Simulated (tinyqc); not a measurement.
Inside a calculation. Method: RHF in the sto-3g basis, for H2O, spin multiplicity 1. One step of it, computed by the program tinyqc.

Task: Iteration 1: building the Fock matrix. J_ij = sum D_kl (ij|kl), K_ij = sum D_kl (ik|jl); F = H + J - 0.5 K; E = tr D H + tr D J / 2 - 0.25 tr D K + E_nn.

D at the start:
```
            1O 1s      1O 2s    1O 2px     1O 2py     1O 2pz      2H 1s      3H 1s
1O 1s    2.132266  -0.587686  0.000000   0.000000  -0.051012   0.075908   0.075908
1O 2s   -0.587686   2.605832  0.000000   0.000000   0.305338  -0.333968  -0.333968
1O 2px   0.000000   0.000000  2.000000   0.000000   0.000000   0.000000   0.000000
1O 2py   0.000000   0.000000  0.000000   2.289115   0.000000  -0.323761   0.323761
1O 2pz  -0.051012   0.305338  0.000000   0.000000   2.186041  -0.239277  -0.239277
2H 1s    0.075908  -0.333968  0.000000  -0.323761  -0.239277   0.107225   0.015643
3H 1s    0.075908  -0.333968  0.000000   0.323761  -0.239277   0.015643   0.107225
```

core Hamiltonian H = T + V (hartree):
```
             1O 1s      1O 2s     1O 2px     1O 2py     1O 2pz      2H 1s      3H 1s
1O 1s   -32.649945  -7.596005   0.000000   0.000000  -0.018048  -1.493558  -1.493558
1O 2s    -7.596005  -9.269490   0.000000   0.000000  -0.216779  -3.343209  -3.343209
1O 2px    0.000000   0.000000  -7.404036   0.000000   0.000000   0.000000   0.000000
1O 2py    0.000000   0.000000   0.000000  -7.524085   0.000000  -1.767830   1.767830
1O 2pz   -0.018048  -0.216779   0.000000   0.000000  -7.498611  -1.639335  -1.639335
2H 1s    -1.493558  -3.343209   0.000000  -1.767830  -1.639335  -4.833721  -1.489513
3H 1s    -1.493558  -3.343209   0.000000   1.767830  -1.639335  -1.489513  -4.833721
```

Two-electron integrals (ij|kl) in chemists' order, unique and non-zero (hartree):
```
(11|11) 4.785065    (21|11) 0.741380    (21|21) 0.136873    (22|11) 1.118947
(22|21) 0.256633    (22|22) 0.817206    (31|31) 0.024477    (32|31) 0.037809
(32|32) 0.180518    (33|11) 1.115814    (33|21) 0.256684    (33|22) 0.817023
(33|33) 0.880159    (41|41) 0.024477    (42|41) 0.037809    (42|42) 0.180518
(43|43) 0.047444    (44|11) 1.115814    (44|21) 0.256684    (44|22) 0.817023
(44|33) 0.785270    (44|44) 0.880159    (51|51) 0.024477    (52|51) 0.037809
(52|52) 0.180518    (53|53) 0.047444    (54|54) 0.047444    (55|11) 1.115814
(55|21) 0.256684    (55|22) 0.817023    (55|33) 0.785270    (55|44) 0.785270
(55|55) 0.880159    (61|11) 0.146649    (61|21) 0.026849    (61|22) 0.050029
(61|33) 0.049932    (61|41) 0.000927    (61|42) 0.001737    (61|44) 0.050098
(61|51) 0.000823    (61|52) 0.001541    (61|54) 0.000148    (61|55) 0.050063
(61|61) 0.005335    (62|11) 0.359878    (62|21) 0.083587    (62|22) 0.295072
(62|33) 0.290033    (62|41) 0.004696    (62|42) 0.036008    (62|44) 0.298331
(62|51) 0.004168    (62|52) 0.031960    (62|54) 0.007365    (62|55) 0.296570
(62|61) 0.016721    (62|62) 0.132356    (63|31) 0.008708    (63|32) 0.050832
(63|43) 0.007464    (63|53) 0.006625    (63|63) 0.018774    (64|11) 0.194830
(64|21) 0.045834    (64|22) 0.172761    (64|33) 0.164937    (64|41) 0.010963
(64|42) 0.070772    (64|44) 0.184536    (64|51) 0.002002    (64|52) 0.017698
(64|54) 0.010770    (64|55) 0.168616    (64|61) 0.009570    (64|62) 0.094132
(64|64) 0.084948    (65|11) 0.172927    (65|21) 0.040681    (65|22) 0.153339
(65|33) 0.146395    (65|41) 0.002002    (65|42) 0.017698    (65|44) 0.150540
(65|51) 0.010485    (65|52) 0.066541    (65|54) 0.011143    (65|55) 0.162911
(65|61) 0.008494    (65|62) 0.083550    (65|64) 0.058734    (65|65) 0.070906
(66|11) 0.502268    (66|21) 0.118555    (66|22) 0.480223    (66|33) 0.460860
(66|41) 0.008565    (66|42) 0.090746    (66|44) 0.493016    (66|51) 0.007602
(66|52) 0.080545    (66|54) 0.028541    (66|55) 0.486192    (66|61) 0.023923
(66|62) 0.272173    (66|64) 0.220955    (66|65) 0.196116    (66|66) 0.774606
(71|11) 0.146649    (71|21) 0.026849    (71|22) 0.050029    (71|33) 0.049932
(71|41) -0.000927   (71|42) -0.001737   (71|44) 0.050098    (71|51) 0.000823
(71|52) 0.001541    (71|54) -0.000148   (71|55) 0.050063    (71|61) 0.005260
(71|62) 0.016242    (71|64) 0.008497    (71|65) 0.008258    (71|66) 0.023012
(71|71) 0.005335    (72|11) 0.359878    (72|21) 0.083587    (72|22) 0.295072
(72|33) 0.290033    (72|41) -0.004696   (72|42) -0.036008   (72|44) 0.298331
(72|51) 0.004168    (72|52) 0.031960    (72|54) -0.007365   (72|55) 0.296570
(72|61) 0.016242    (72|62) 0.108856    (72|64) 0.053198    (72|65) 0.066936
(72|66) 0.185345    (72|71) 0.016721    (72|72) 0.132356    (73|31) 0.008708
(73|32) 0.050832    (73|43) -0.007464   (73|53) 0.006625    (73|63) 0.014984
(73|73) 0.018774    (74|11) -0.194830   (74|21) -0.045834   (74|22) -0.172761
(74|33) -0.164937   (74|41) 0.010963    (74|42) 0.070772    (74|44) -0.184536
(74|51) -0.002002   (74|52) -0.017698   (74|54) 0.010770    (74|55) -0.168616
(74|61) -0.008497   (74|62) -0.053198   (74|64) -0.011440   (74|65) -0.031978
(74|66) -0.080005   (74|71) -0.009570   (74|72) -0.094132   (74|74) 0.084948
(75|11) 0.172927    (75|21) 0.040681    (75|22) 0.153339    (75|33) 0.146395
(75|41) -0.002002   (75|42) -0.017698   (75|44) 0.150540    (75|51) 0.010485
(75|52) 0.066541    (75|54) -0.011143   (75|55) 0.162911    (75|61) 0.008258
(75|62) 0.066936    (75|64) 0.031978    (75|65) 0.055524    (75|66) 0.125022
(75|71) 0.008494    (75|72) 0.083550    (75|74) -0.058734   (75|75) 0.070906
(76|11) 0.147113    (76|21) 0.034514    (76|22) 0.133003    (76|33) 0.129658
(76|44) 0.131984    (76|51) 0.002648    (76|52) 0.024458    (76|55) 0.137221
(76|61) 0.006848    (76|62) 0.060309    (76|64) 0.036969    (76|65) 0.042789
(76|66) 0.130754    (76|71) 0.006848    (76|72) 0.060309    (76|74) -0.036969
(76|75) 0.042789    (76|76) 0.034107    (77|11) 0.502268    (77|21) 0.118555
(77|22) 0.480223    (77|33) 0.460860    (77|41) -0.008565   (77|42) -0.090746
(77|44) 0.493016    (77|51) 0.007602    (77|52) 0.080545    (77|54) -0.028541
(77|55) 0.486192    (77|61) 0.023012    (77|62) 0.185345    (77|64) 0.080005
(77|65) 0.125022    (77|66) 0.339681    (77|71) 0.023923    (77|72) 0.272173
(77|74) -0.220955   (77|75) 0.196116    (77|76) 0.130754    (77|77) 0.774606
```

nuclear repulsion = 8.62338404 hartree

Give: Coulomb J; exchange K; Fock matrix F; total energy of this density.

Result:

Coulomb J (hartree):
```
          1O 1s    1O 2s  1O 2px   1O 2py   1O 2pz   2H 1s    3H 1s
1O 1s   18.7308   3.5755  0.0000   0.0000   0.0044  0.7015   0.7015
1O 2s    3.5755   8.8618  0.0000   0.0000  -0.0044  3.0958   3.0958
1O 2px   0.0000   0.0000  8.8579   0.0000   0.0000  0.0000   0.0000
1O 2py   0.0000   0.0000  0.0000   8.8520   0.0000  1.7752  -1.7752
1O 2pz   0.0044  -0.0044  0.0000   0.0000   8.8520  1.5721   1.5721
2H 1s    0.7015   3.0958  0.0000   1.7752   1.5721  4.8211   1.3576
3H 1s    0.7015   3.0958  0.0000  -1.7752   1.5721  1.3576   4.8211
```

exchange K (hartree):
```
         1O 1s   1O 2s  1O 2px   1O 2py  1O 2pz   2H 1s    3H 1s
1O 1s   9.8548  1.7230  0.0000   0.0000  0.0016  0.3557   0.3557
1O 2s   1.7230  2.8744  0.0000   0.0000  0.0026  0.8757   0.8757
1O 2px  0.0000  0.0000  2.3740   0.0000  0.0000  0.0000   0.0000
1O 2py  0.0000  0.0000  0.0000   2.3689  0.0000  0.3758  -0.3758
1O 2pz  0.0016  0.0026  0.0000   0.0000  2.3666  0.3311   0.3311
2H 1s   0.3557  0.8757  0.0000   0.3758  0.3311  0.4137   0.2629
3H 1s   0.3557  0.8757  0.0000  -0.3758  0.3311  0.2629   0.4137
```

Fock matrix F (hartree):
```
           1O 1s    1O 2s  1O 2px   1O 2py   1O 2pz    2H 1s    3H 1s
1O 1s   -18.8466  -4.8821  0.0000   0.0000  -0.0145  -0.9699  -0.9699
1O 2s    -4.8821  -1.8449  0.0000   0.0000  -0.2225  -0.6852  -0.6852
1O 2px    0.0000   0.0000  0.2669   0.0000   0.0000   0.0000   0.0000
1O 2py    0.0000   0.0000  0.0000   0.1434   0.0000  -0.1805   0.1805
1O 2pz   -0.0145  -0.2225  0.0000   0.0000   0.1701  -0.2328  -0.2328
2H 1s    -0.9699  -0.6852  0.0000  -0.1805  -0.2328  -0.2195  -0.2634
3H 1s    -0.9699  -0.6852  0.0000   0.1805  -0.2328  -0.2634  -0.2195
```

total energy of this density = -73.249099 hartree
